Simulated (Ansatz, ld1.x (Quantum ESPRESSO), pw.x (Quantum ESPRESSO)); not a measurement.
Mg: does the ultrasoft potential hold in the solid?

* Element: Mg (Z = 12)
* Generator: ld1.x (Quantum ESPRESSO) 7.5
* Type: ultrasoft
* Functional: PBEsol
* Relativity: scalar-relativistic
* Frozen core: [Ne]
* Valence charge: 2
* Reference configuration: 3s1.5 3p0 (charge +0.5)
* Partial waves: 3s (bound): rcut 2.15, rcutus 2.65 bohr; 3s channel at -0.2 Ry: rcut 2.15, rcutus 2.65 bohr; 3p (bound, empty): rcut 2.60, rcutus 3.50 bohr; 3p channel at 0.5 Ry: rcut 2.60, rcutus 3.50 bohr; 3d channel at 0.1 Ry: rcut 3.30, rcutus 4.00 bohr; 3d channel at 1.7 Ry: rcut 3.30, rcutus 4.00 bohr
* Local potential: all-electron potential smoothed inside 3.75 bohr (lloc = -1)
* Core correction: Bessel-smoothed model core inside 1.80 bohr
* Augmentation charge: PSQ, inside the norm-conserving radii

Crystal test: diamond Mg in pw.x 7.5, no spin, 8³ k-points, Fermi–Dirac smearing 0.01 Ry, cutoffs 40/320 Ry. The reference is all-electron LAPW (Ansatz 0.2.0) with the same functional, mesh and smearing; V0 and B0 come from Birch–Murnaghan fits to the pressures at five volumes. Errors are pseudo minus all-electron; Δ is the rms difference of the E(V) curves that follow from these fits, minima aligned, over ±6 % about the mean V0. Mesh and smearing are coarse, so the numbers serve the comparison and aren't converged zero-temperature values; the lattice is a test structure that the element need not adopt.

All-electron: a0 = 6.780 Å (V0 = 38.96 Å³/atom), B0 = 11.9 GPa.

Q: How far does the potential miss the all-electron equation of state?

A: mean pressure error (GPa): +0.27; a0 (Å): 6.829; a0 error (%): +0.72; B0 error (%): +0.8; Δ (meV/atom): 2.2. The largest radius (4.00 bohr) exceeds half the bond length (2.77 bohr), so the spheres overlap, which is one possible source of error among others. This is a poor potential for the solid.

| V (Å³/atom) | P all-electron (GPa) | P pseudo (GPa) |
| --- | --- | --- |
| 37.049 | 0.66 | 1.01 |
| 38.024 | 0.30 | 0.61 |
| 38.999 | -0.01 | 0.26 |
| 39.974 | -0.29 | -0.05 |
| 40.949 | -0.54 | -0.32 |

Q: At the middle volume, how do free energy and pressure move when the wave cutoff is lowered (ecutrho held at 320 Ry)?

A:

```tsv
cutoff (Ry)	shift of F (meV/atom)	shift of P (GPa)
18	+0.2	-0.00
24	+0.1	-0.00
32	+0.0	-0.00
```

The run at the middle volume (29 k-points, 8 iterations) took about 16 s on one core of a shared host (Neoverse-V1, 64 threads, 495 GiB, load 16).
